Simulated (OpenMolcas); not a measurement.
# SOF2 (thionyl fluoride): a chain of runs

Wanted: the energy (UHF/STO-3G), then a single-point energy (CASSCF(2,2)/STO-3G), then a single-point energy (CASPT2(2,2)/STO-3G), then a single-point energy (SC-NEVPT2(2,2)/STO-3G), then a single-point energy (MRCI(2,2)/STO-3G) of SOF2 (thionyl fluoride). 

Program for the calculation: OpenMolcas 26.06.

2 further runs of the same task are left out: 2 that didn't finish.

### 1 The structure to begin with

SOF2 has 4 atoms, charge 0, and is taken as a singlet. As SMILES, `O=S(F)F`. The S2–F4 distance was set to 2.382 Å, away from the relaxed value. At this shape a bond of the SMILES string is far longer than usual.

Bond lengths: O1–S2 1.419 Å, S2–F3 1.588 Å. Angles: O1–S2–F3 106.5°.

### 2 A single-point energy at UHF/STO-3G (run 1)

step1.inp reads:

```
* F2OS Hartree-Fock

&GATEWAY
  BasLib=$CurrDir
  Coord
  4
  bohr
  O      1.29462680     0.14324124    -3.34904634
  S     -0.75326940    -0.78801579    -1.88998880
  F     -2.59216189     1.53710323    -1.42492720
  F      0.64874298    -0.84017224     2.38691307
  Basis=STO-3G
  Group=NoSym

&SEWARD

&SCF
  UHF
  Scramble=0.25
  PrOrbitals=1 1
```

The basis set STO-3G is read from a file made from the Basis Set Exchange's data (not shown).

Launch:

```console
export MOLCAS_MEM=1860
pymolcas step1.inp > step1.log
```

Log:

```text
--- Start Module: gateway ---
[...]
--- Stop Module: gateway /rc=_RC_ALL_IS_WELL_ ---
--- Start Module: seward ---
[...]
      Basis functions           24
--- Stop Module: seward /rc=_RC_ALL_IS_WELL_ ---
--- Start Module: scf ---
[...]
       Convergence after  31 Iterations
[...]
::    Total SCF energy                               -662.9055429194
[...]
      Total spin, S                                     0.6104080952
[...]
      Total electronic charge=   42.000000
      Total            charge=   -0.000000
[...]
      Dipole Moment (debye):
      Origin of the operator (angstrom)=   -0.2481   -0.0595   -0.5892
                   X= -3.7386E-01               Y= -7.6596E-01               Z=  1.8026E-01           Total=  8.7119E-01
      Quadrupole Moment (debye*angstrom):
[...]
--- Stop Module: scf /rc=_RC_ALL_IS_WELL_ ---
[...]
```

Run time: 1.8 s. Hardware: 1 thread of Arm Neoverse V2, shared host; peak memory 0.37 GiB.

### 3 A single-point energy at CASSCF(2,2)/STO-3G (run 2)

step2.input reads:

```
&GATEWAY
BASLIB=$CurrDir
COORD
4
bohr
O      1.29462680     0.14324124    -3.34904634
S     -0.75326940    -0.78801579    -1.88998880
F     -2.59216189     1.53710323    -1.42492720
F      0.64874298    -0.84017224     2.38691307
BASIS=STO-3G
GROUP=NoSym
&SEWARD
&RASSCF
FILEORB=$CurrDir/step1.UnaOrb
SPIN=1
NACTEL=2 0 0
INACTIVE=20
RAS2=2
ORBLISTING=Nothing
```

The basis set STO-3G is read from a file made from the Basis Set Exchange's data (not shown).

Launch:

```console
export MOLCAS_MEM=1860
pymolcas step2.input > step2.log
```

Log:

```text
--- Start Module: gateway ---
[...]
--- Stop Module: gateway /rc=_RC_ALL_IS_WELL_ ---
--- Start Module: seward ---
[...]
      Basis functions           24
--- Stop Module: seward /rc=_RC_ALL_IS_WELL_ ---
--- Start Module: rasscf ---
[...]
      Number of active orbitals                  2
[...]
      Spin quantum number                      0.0
[...]
      Active orbitals                            2
[...]
      Number of CSFs                             3
[...]
      Number of root(s) required                 1
[...]
      Convergence after 17 iterations
[...]
      printout of CI-coefficients larger than  0.05 for root  1
      energy=    -662.909728
      conf/sym  11     Coeff  Weight
             1  20  -0.80148 0.64237
             3  02   0.59802 0.35763
      Natural orbitals and occupation numbers for root  1
      sym 1:   1.284736   0.715264
      ************************************************************************************************************************
      *                                                    Final results                                                     *
[...]
::    RASSCF root number  1 Total energy:   -662.90972822
[...]
      Total electronic charge=   42.000000
      Total            charge=   -0.000000
[...]
      Dipole Moment (debye):
      Origin of the operator (angstrom)=   -0.2481   -0.0595   -0.5892
                   X= -4.5231E-01               Y= -7.8011E-01               Z=  1.2770E-01           Total=  9.1075E-01
      Quadrupole Moment (debye*angstrom):
[...]
--- Stop Module: rasscf /rc=_RC_ALL_IS_WELL_ ---
[...]
```

It took 1.6 s on 1 thread of Arm Neoverse V2, shared host; peak memory 0.37 GiB.

### 4 The energy at CASPT2(2,2)/STO-3G (run 3)

step3.inp reads:

```
* F2OS CASPT2

&gateway
  baslib
  $CurrDir
  coord
  4
  bohr
  O      1.29462680     0.14324124    -3.34904634
  S     -0.75326940    -0.78801579    -1.88998880
  F     -2.59216189     1.53710323    -1.42492720
  F      0.64874298    -0.84017224     2.38691307
  basis
  STO-3G
  group
  NoSym

&seward

&rasscf
  fileorb
  $CurrDir/step2.RasOrb
  spin
  1
  nactel
  2 0 0
  inactive
  20
  ras2
  2
  orblisting
  Nothing

&caspt2
  imaginary
  0.1
  frozen
  8
```

The basis set STO-3G is read from a file made from the Basis Set Exchange's data (not shown).

Launch:

```console
export MOLCAS_MEM=1860
pymolcas step3.inp > step3.log
```

Log:

```text
--- Start Module: gateway ---
[...]
--- Stop Module: gateway /rc=_RC_ALL_IS_WELL_ ---
[...]
      Basis functions           24
[...]
--- Start Module: rasscf ---
[...]
      Number of active orbitals                  2
[...]
      Spin quantum number                      0.0
[...]
      Active orbitals                            2
[...]
      Number of CSFs                             3
[...]
      Number of root(s) required                 1
[...]
      Convergence after  4 iterations
[...]
      printout of CI-coefficients larger than  0.05 for root  1
      energy=    -662.909728
      conf/sym  11     Coeff  Weight
             1  20  -0.80148 0.64237
             3  02   0.59802 0.35763
      Natural orbitals and occupation numbers for root  1
      sym 1:   1.284735   0.715265
      ************************************************************************************************************************
      *                                                    Final results                                                     *
[...]
::    RASSCF root number  1 Total energy:   -662.90972822
[...]
      Total electronic charge=   42.000000
      Total            charge=   -0.000000
[...]
      Dipole Moment (debye):
      Origin of the operator (angstrom)=   -0.2481   -0.0595   -0.5892
                   X= -4.5231E-01               Y= -7.8011E-01               Z=  1.2769E-01           Total=  9.1075E-01
      Quadrupole Moment (debye*angstrom):
[...]
--- Stop Module: rasscf /rc=_RC_ALL_IS_WELL_ ---
--- Start Module: caspt2 ---
[...]
 ###    WARNING: User changed nr of frozen orbitals.                         ###
 ###############################################################################
[...]
      E2 (Variational):          -0.0711351902
      Total energy:            -662.9808634068
[...]
      Reference weight:           0.96304
[...]
::    CASPT2 Root  1     Total energy:   -662.98086341
[...]
--- Stop Module: caspt2 /rc=_RC_ALL_IS_WELL_ ---
[...]
```

It took 1.4 s on 1 thread of Arm Neoverse V2, shared host; peak memory 0.37 GiB.

### 5 A single-point energy at SC-NEVPT2(2,2)/STO-3G (run 4)

step4.input reads:

```
&gateway
baslib=$CurrDir
coord
4
bohr
O      1.29462680     0.14324124    -3.34904634
S     -0.75326940    -0.78801579    -1.88998880
F     -2.59216189     1.53710323    -1.42492720
F      0.64874298    -0.84017224     2.38691307
basis=STO-3G
group=NoSym
&seward
&rasscf
fileorb=$CurrDir/step2.RasOrb
spin=1
nactel=2 0 0
inactive=20
ras2=2
orblisting=Nothing
&caspt2
sc-nevpt2
frozen=8
```

The basis set STO-3G is read from a file made from the Basis Set Exchange's data (not shown).

Launch:

```console
export MOLCAS_MEM=1860
pymolcas step4.input > step4.log
```

Log:

```text
--- Start Module: gateway ---
[...]
--- Stop Module: gateway /rc=_RC_ALL_IS_WELL_ ---
[...]
      Basis functions           24
[...]
--- Start Module: rasscf ---
[...]
      Number of active orbitals                  2
[...]
      Spin quantum number                      0.0
[...]
      Active orbitals                            2
[...]
      Number of CSFs                             3
[...]
      Number of root(s) required                 1
[...]
      Convergence after  4 iterations
[...]
      printout of CI-coefficients larger than  0.05 for root  1
      energy=    -662.909728
      conf/sym  11     Coeff  Weight
             1  20  -0.80148 0.64237
             3  02   0.59802 0.35763
      Natural orbitals and occupation numbers for root  1
      sym 1:   1.284735   0.715265
      ************************************************************************************************************************
      *                                                    Final results                                                     *
[...]
::    RASSCF root number  1 Total energy:   -662.90972822
[...]
      Total electronic charge=   42.000000
      Total            charge=   -0.000000
[...]
      Dipole Moment (debye):
      Origin of the operator (angstrom)=   -0.2481   -0.0595   -0.5892
                   X= -4.5231E-01               Y= -7.8011E-01               Z=  1.2769E-01           Total=  9.1075E-01
      Quadrupole Moment (debye*angstrom):
[...]
--- Stop Module: rasscf /rc=_RC_ALL_IS_WELL_ ---
--- Start Module: caspt2 ---
[...]
 ###    WARNING: User changed nr of frozen orbitals.                         ###
 ###############################################################################
[...]
      E2 (Variational):          -0.0675937568
[...]
      E2 (Variational):          -0.0675298598
      Total energy:            -662.9772580764
[...]
      Reference weight:           0.96729
[...]
::    SC-NEVPT2 Root  1     Total energy:   -662.97725808
[...]
--- Stop Module: caspt2 /rc=_RC_ALL_IS_WELL_ ---
[...]
```

It took 1.4 s on 1 thread of Arm Neoverse V2, shared host; peak memory 0.37 GiB.

### 6 A single-point energy at MRCI(2,2)/STO-3G (run 5)

step5.input reads:

```
&gateway
 baslib=$CurrDir
 coord
 4
 bohr
 O      1.29462680     0.14324124    -3.34904634
 S     -0.75326940    -0.78801579    -1.88998880
 F     -2.59216189     1.53710323    -1.42492720
 F      0.64874298    -0.84017224     2.38691307
 basis=STO-3G
 group=NoSym

&seward

&rasscf
 fileorb=$CurrDir/step2.RasOrb
 spin=1
 nactel=2 0 0
 inactive=20
 ras2=2
 orblisting=Nothing

&motra
 lumorb
 frozen=8

&guga
 electrons=26
 spin=1
 inactive=12
 active=2
 ciall=1

&mrci
 sdci
```

The basis set STO-3G is read from a file made from the Basis Set Exchange's data (not shown).

Launch:

```console
export MOLCAS_MEM=1860
pymolcas step5.input > step5.log
```

Log:

```text
--- Start Module: gateway ---
[...]
--- Stop Module: gateway /rc=_RC_ALL_IS_WELL_ ---
[...]
      Basis functions           24
[...]
      Number of active orbitals                  2
[...]
      Spin quantum number                      0.0
[...]
      Active orbitals                            2
[...]
      Number of CSFs                             3
[...]
      Number of root(s) required                 1
[...]
      Convergence after  4 iterations
[...]
      printout of CI-coefficients larger than  0.05 for root  1
      energy=    -662.909728
      conf/sym  11     Coeff  Weight
             1  20  -0.80148 0.64237
             3  02   0.59802 0.35763
      Natural orbitals and occupation numbers for root  1
      sym 1:   1.284735   0.715265
      ************************************************************************************************************************
      *                                                    Final results                                                     *
[...]
::    RASSCF root number  1 Total energy:   -662.90972822
[...]
      Dipole Moment (debye):
      Origin of the operator (angstrom)=   -0.2481   -0.0595   -0.5892
                   X= -4.5231E-01               Y= -7.8011E-01               Z=  1.2769E-01           Total=  9.1075E-01
      Quadrupole Moment (debye*angstrom):
[...]
      *** WARNING: Default frozen orbitals is overwritten by user input.
      *** Default values:   8
[...]
--- Start Module: guga ---
[...]
--- Stop Module: guga /rc=_RC_ALL_IS_WELL_ ---
--- Start Module: mrci ---
[...]
       (But an ACPF correction will be computed)
       USE THE DEFAULT ACPF G-VALUE GFAC=   7.6923076923076927E-002
[...]
                      CI ENERGY:  -663.00191312
[...]
                ACPF CORRECTION:    -0.00824860
[...]
      Total electronic charge=   42.000000
      Total            charge=   -0.000000
[...]
     ACPF CORRECTION:     -0.00824860
[...]
  CI State   1     Total energy:   -663.00191312     QDav:     -0.00900311     QACPF:     -0.00824860
[...]
--- Stop Module: mrci /rc=_RC_ALL_IS_WELL_ ---
[...]
```

Run time: 1.9 s. Hardware: 1 thread of Arm Neoverse V2, shared host; peak memory 0.37 GiB.

### 7 What came out

| quantity | value |
| --- | --- |
| run 1, UHF/STO-3G: total energy | -662.90554 Eh |
| run 1, UHF/STO-3G: dipole moment | 0.87 D |
| run 1, UHF/STO-3G: HOMO energy | -7.47 eV |
| run 1, UHF/STO-3G: LUMO energy | 8.41 eV |
| run 1, UHF/STO-3G: HOMO–LUMO gap | 15.88 eV |
| run 1, UHF/STO-3G: ⟨S²⟩ | 0.983 |
| run 2, CASSCF(2,2)/STO-3G: total energy | -662.90973 Eh |
| run 2, CASSCF(2,2)/STO-3G: dipole moment (CASSCF density) | 0.91 D |
| run 3, CASPT2(2,2)/STO-3G: total energy | -662.98086 Eh |
| run 3, CASPT2(2,2)/STO-3G: dipole moment (CASSCF density) | 0.91 D |
| run 4, SC-NEVPT2(2,2)/STO-3G: total energy | -662.97726 Eh |
| run 4, SC-NEVPT2(2,2)/STO-3G: dipole moment (CASSCF density) | 0.91 D |
| run 5, MRCI(2,2)/STO-3G: total energy | -663.00191 Eh |
| run 5, MRCI(2,2)/STO-3G: dipole moment (CASSCF density) | 0.91 D |

What this shows: ⟨S²⟩ (run 1, UHF/STO-3G) is 0.98 where a pure singlet has 0.00: the reference is spin-contaminated.
